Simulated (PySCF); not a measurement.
**A diatomic session: SiP−**

An exercise on one series of results from a longer session: the logs are not shown, and one member is left open.

The runs use PySCF 2.14.0; Si aug-pcseg-1, P aug-pcseg-1, no relativity.

Set-up of the first run:

A driver script around PySCF takes these settings:

```json
{
 "atoms": "Si, P",
 "charge": "-1",
 "basis": "Si aug-pcseg-1, P aug-pcseg-1",
 "Hamiltonian": "no relativity",
 "basis functions": "54",
 "electrons treated": "30",
 "masses in u": "27.9769, 30.9738",
 "levels": "PBE0, PBE, r²SCAN, TPSS, r²SCAN0, r²SCANh, HF, MP2, SCS-MP2, CCSD, CCSD(T)",
 "grid": "80 radial by 434 angular points",
 "occupations": "held fixed by the projection of orbital angular momentum",
 "dissociation limit": "Si− + P, each in its ground configuration",
 "starting distance in angstrom": "2.280",
 "values of 2S to try": "0, 2, 4"
}
```

Launch:

```
> OMP_NUM_THREADS=1 python dia.py task.json out
```

Steps of the session up to this table: The job; PBE0 along the bond; Higher solutions at PBE0; PBE (GGA); r²SCAN; TPSS (meta-GGA); r²SCAN0 (hybrid meta-GGA); r²SCANh (hybrid meta-GGA); RHF; MP2 and coupled cluster.

One of the session's tables, all rows but one given; the rest of the session is left out.

| level | Re (Å) | ωe (cm⁻¹) | De (eV) |
| --- | --- | --- | --- |
| RHF | 1.987 | 756 | 2.28 |
| RHF-MP2 | 2.047 | 636 | 4.72 |
| RHF-SCS-MP2 | 2.044 | 644 | 4.72 |
| RHF-CCSD | 2.028 | 681 | 4.22 |
| RHF-CCSD(T) | 2.044 | 651 | 4.54 |
| PBE | 2.037 | 656 | 5.33 |
| TPSS | 2.029 | 668 | 5.20 |
| r²SCAN | 2.020 | 685 | 5.08 |
| r²SCANh | ? | ? | ? |
| PBE0 | 2.012 | 698 | 5.03 |
| r²SCAN0 | 2.004 | 712 | 4.83 |

Estimate the missing values for r²SCANh.

As computed: Re (Å): 2.013; ωe (cm⁻¹): 696; De (eV): 4.98. In the column «Re (Å)» it lies between PBE0 (2.012) and r²SCAN (2.020).

De is counted to Si− + P in their ground configurations.

Limits of these values: The anion's highest level is positive in at least one run, so there the basis alone may hold the extra electron.
